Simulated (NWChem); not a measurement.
## Correlation energy of O2 (-1)

```xyz
2

O      0.0000     0.0000     0.6606
O      0.0000     0.0000    -0.6606
```
Charge -1, spin multiplicity 2.

The numbers come from NWChem runs, not from measurements. Structure: optimised with UPBE0/def2-SVP, a minimum by its harmonic frequencies.

Basis set: aug-cc-pVDZ. Each correlation energy counts from its own Hartree-Fock reference.

The correlated methods keep 2 core orbitals frozen. The structure started from a generated list of species. The unpaired electrons of the parent sit in orbitals of symmetry b3g (D2h labels of the run); other states weren't searched. The anion's geometry comes from a basis without diffuse functions. No SCF solution was tested for a lower state. Open-shell Hartree-Fock references start from PBE0 orbitals. Coupled-cluster values serve here as a point of comparison, not as the truth.

**Question.** One of these methods gave a correlation energy of -394.7 mHa. Which?
A. UMP2
B. SCS-UMP2
C. CCSD on UHF
D. CCSD[T] on UHF

**Answer.** A, UMP2. The others give -377.6 (SCS-UMP2), -400.7 (CCSD on UHF), -416.5 (CCSD[T] on UHF).
